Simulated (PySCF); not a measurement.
Molecule: `CCCO`, C3H8O.

Structure with atom numbers: `[CH3:1][CH2:2][CH2:3][OH:4]`. Hydrogens are named by the atom that carries them.

Geometry PBE0-D3(BJ)/def2-SVP throughout; GIAO in PySCF 2.14, gas phase, one conformer, non-relativistic; equivalent atoms averaged; functional PBE0.

**Question.** How do the shifts δ (against TMS, H2O at the same level) depend on the basis set? (ppm; last column core-seconds on 1 thread of an Arm Neoverse V1, shared host)

**Answer.** 
| basis set | functions | C3 | C2 | C1 | O4 | H(C3) | H(C2) | H(C1) | H(O4) | core-s |
| --- | --- | --- | --- | --- | --- | --- | --- | --- | --- | --- |
| STO-3G | 28 | 54.4 | 26.2 | 18.7 | -1.1 | 1.82 | 0.77 | 0.67 | -2.58 | 1.8 |
| 6-31G | 52 | 62.9 | 29.0 | 11.6 | 30.6 | 3.71 | 1.52 | 0.96 | -0.84 | 3.3 |
| pcSseg-0 | 52 | 69.8 | 30.2 | 12.2 | 39.0 | 3.72 | 1.40 | 1.01 | -1.20 | 3.1 |
| 6-31G* | 72 | 62.8 | 28.8 | 11.0 | 29.3 | 3.55 | 1.49 | 0.84 | -0.65 | 4.3 |
| def2-SVP | 96 | 63.4 | 29.1 | 10.5 | 39.8 | 3.28 | 1.22 | 0.71 | -0.80 | 5.3 |
| cc-pVDZ | 96 | 64.9 | 32.0 | 11.8 | 43.1 | 3.37 | 1.31 | 0.77 | -1.01 | 5.8 |
| pcSseg-1 | 108 | 68.1 | 31.2 | 10.9 | 44.4 | 3.44 | 1.34 | 0.86 | -0.36 | 6.2 |
| 6-311+G(2d,p) | 156 | 67.0 | 31.5 | 10.0 | 41.8 | 3.41 | 1.46 | 0.81 | -0.53 | 10 |
| aug-cc-pVDZ | 164 | 65.0 | 31.9 | 10.4 | 42.5 | 3.50 | 1.53 | 0.91 | -0.33 | 12 |
| def2-TZVP | 172 | 68.8 | 32.4 | 10.7 | 44.8 | 3.41 | 1.46 | 0.83 | -0.51 | 13 |
| IGLO-III | 220 | 69.7 | 32.8 | 10.8 | 43.7 | 3.42 | 1.48 | 0.84 | -0.31 | 19 |
| cc-pVTZ | 232 | 67.9 | 31.8 | 10.7 | 46.0 | 3.40 | 1.45 | 0.84 | -0.35 | 20 |
| pcSseg-2 | 256 | 70.6 | 33.2 | 11.2 | 44.0 | 3.42 | 1.47 | 0.85 | -0.11 | 21 |

**Question.** Which nucleus moves most, in ppm?

**Answer.** O4 (alcohol oxygen): from -1.1 ppm with STO-3G to 46.0 ppm with cc-pVTZ. The smallest spread is 0.34 ppm, at H(C1). Proton shifts span only some 12 ppm, so a few tenths of a ppm matter as much there as several ppm in carbon.

**Question.** Taking the largest basis, pcSseg-2 (256 functions), as the yardstick, rank the others by their worst heavy-atom deviation.

**Answer.** IGLO-III 0.9 ppm (220 functions), def2-TZVP 1.8 ppm (172 functions), pcSseg-1 2.5 ppm (108 functions), cc-pVTZ 2.7 ppm (232 functions), 6-311+G(2d,p) 3.6 ppm (156 functions), pcSseg-0 5.1 ppm (52 functions), aug-cc-pVDZ 5.6 ppm (164 functions), cc-pVDZ 5.7 ppm (96 functions), def2-SVP 7.1 ppm (96 functions), 6-31G 13.4 ppm (52 functions), 6-31G* 14.7 ppm (72 functions), STO-3G 45.1 ppm (28 functions).

A small basis that lands close on one nucleus may do so by chance; judge by the trend and by all nuclei.
